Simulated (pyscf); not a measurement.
`[OH][AsH2]` + `[GaH3]` → `[GaH2][O][AsH2]` + `[H][H]` (four-centre exchange; singlet surface; H–O, Ga–H broken, Ga–O, H–H formed). Structures and frequencies: ωB97X-D3(BJ)/def2-SVP in PySCF. Energies in kJ/mol from the separated reactants.

```tsv
level	barrier	reaction energy
ωB97X-D3(BJ)/def2-TZVP	26.4	-63.8
PBE/def2-TZVP	[?]	[?]
PBE0-D3(BJ)/def2-TZVP	22.3	-52.0
M06-2X/def2-TZVP	[?]	-74.7
ωB97M-D3(BJ)/def2-TZVP	37.7	-49.8
HF/def2-TZVP	94.6	-40.2
```

Task: What belongs in the gaps?

Result: 
- PBE/def2-TZVP, barrier: 17.6
- PBE/def2-TZVP, reaction energy: -54.9
- M06-2X/def2-TZVP, barrier: 17.3

The functionals in the table span 20.3 kJ/mol in this barrier, from M06-2X to ωB97M-D3(BJ). On the reactant side the descent ends in an adduct with a Ga–O contact, 75.8 kJ/mol under the separated species and 102.2 kJ/mol under the saddle at ωB97X-D3(BJ)/def2-TZVP. What is counted as formed (Ga–O) is already present as a longer contact in the reactant adduct; forming that adduct is a step of its own. At the saddle there is also a short Ga–H contact that neither side keeps. H₂Ga–O–AsH₂ lies 87.0 kJ/mol over its isomer HO–GaH–AsH₂ (electronic energy, ωB97M-D3(BJ)). One saddle was located; it need not be the lowest between these sides. Elements up to Kr have no core potential and no relativistic terms here.
